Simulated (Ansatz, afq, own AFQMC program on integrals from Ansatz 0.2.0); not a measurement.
Integrals from Ansatz 0.2.0, then the random walk in our own AFQMC program (afq).

```yaml
crystal:
  periodic: [false, false, false]
  atoms:
    - {symbol: Si, position_ang: [0.000000, 0.000000, 2.088600]}
    - {symbol: Al, position_ang: [0.000000, 0.000000, -0.244867]}
    - {symbol: H, position_ang: [0.000000, 0.000000, -1.843733]}
basis:
  gaussian: {orbitals: 6-31G}
magnetization: {spin_polarized: true, initial_magnetization: 2}
correlation: {method: ccsd_t, electrons: outside_noble_gas, hamiltonian_folder: ham}
```

```sh
$ ansatz run in.yaml --threads 1 --pin off --events-out ev --progress --plain --max-ram 24576MiB --backend cuda --devices 0, --max-vram 18GiB
```

Options of the walk:

```
--method phaseless --trial cisd --walkers 4000 --populations 20 --least-time 60 --time-step 0.005 --steps-per-block 50 --equilibration-blocks 28 --max-blocks 4000 --target-error 0.00017 --factor-cut 1e-05 --start spin_pure --seed 7545 --release-times 0.24,0.51,0.99,1.62,2.4 --release-step 0.03 --release-every 3 --taylor-order 6
```

Times are imaginary, in 1/Eh. The walk had a cap of 122 s. With eight or more populations the least sampling time is a fifth of least-time, and the error comes from their spread.

Output of the walk:

```
orbitals 18  electrons 5 3  factors 103 of 310
reference energy -531.28643563 Eh
CCSD correlation -0.08274890 Eh in 12 cycles, weight of the determinant in the CISD state 0.8963
energy of the start -531.369142 Eh
 block  time / (1/Eh)  mean weight  energy / Eh
     1     0.250  0.9999  -531.368675
     2     0.500  0.9999  -531.368707
     3     0.750  0.9999  -531.369019
     4     1.000  0.9999  -531.369332
     5     1.250  0.9999  -531.369713
    10     2.500  1.0001  -531.371201
    15     3.750  1.0000  -531.372140
    20     5.000  1.0000  -531.372690
    25     6.250  1.0000  -531.372682
    30     7.500  1.0001  -531.372882
    35     8.750  1.0001  -531.372697
    40    10.000  0.9999  -531.372826
    45    11.250  0.9998  -531.372399
    50    12.500  1.0002  -531.372730
    55    13.750  1.0001  -531.372251
    60    15.000  1.0001  -531.372447
    65    16.250  1.0000  -531.372613
    70    17.500  1.0000  -531.372855
    74    18.500  1.0000  -531.372160
    75    18.750  1.0000  -531.374186
    78    19.500  0.9999  -531.372386
error from the spread of 20 populations
released: time / (1/Eh)  energy / Eh  error  mean overlap
  0.24  -531.372831  0.000110  0.9989
  0.51  -531.372810  0.000083  0.9986
  0.99  -531.372904  0.000057  0.9968
  1.62  -531.372994  0.000056  0.9964
  2.40  -531.373122  0.000063  0.9960
energy -531.372696 +/- 0.000083 Eh
(rows thinned)
```

The run passed its tests (sampling time, drift between the halves within three errors, error under three times the target), which doesn't prove that it has relaxed.

Against this walk (error 2.3 meV) on the same determinant: CCSD(T) 22.7 meV higher, CCSDT(Q) 12.8 meV lower, CCSDTQ 13.1 meV lower, full CI 13.5 meV lower. The error is statistical and leaves out the bias of the constraint. The released energies are still falling (meV from the phaseless value at times in 1/Eh: -4 ± 3 at 0.24, -3.1 ± 2.3 at 0.51, -5.7 ± 1.6 at 0.99, -8.1 ± 1.5 at 1.62, -11.6 ± 1.7 at 2.40), so they give no level; they do show a bias of the constraint, and the last of them that isn't too noisy lies 2 meV above full CI. Full CI is exact here, so the walk's 14 meV above it is the walk's own error: the bias of the constraint with this trial.

Cautions: constraint bias not in the error; lower spins were not checked.

The walk took 20 s on 1 × NVIDIA H100 80GB HBM3 with 2 threads of AMD EPYC 7R13 Processor (Zen 3) (shared host) (the card was shared). The log's last line is the phaseless energy.

CCSDT and higher add their correlation energy to the determinant of the CCSD(T) run, since their own runs factorise the integrals more tightly (a shift of under 2 meV). A walk keeps the symmetry of its determinant, which the program's search chose and which needn't be the lowest solution, so a lower state of the same spin and another symmetry isn't excluded.
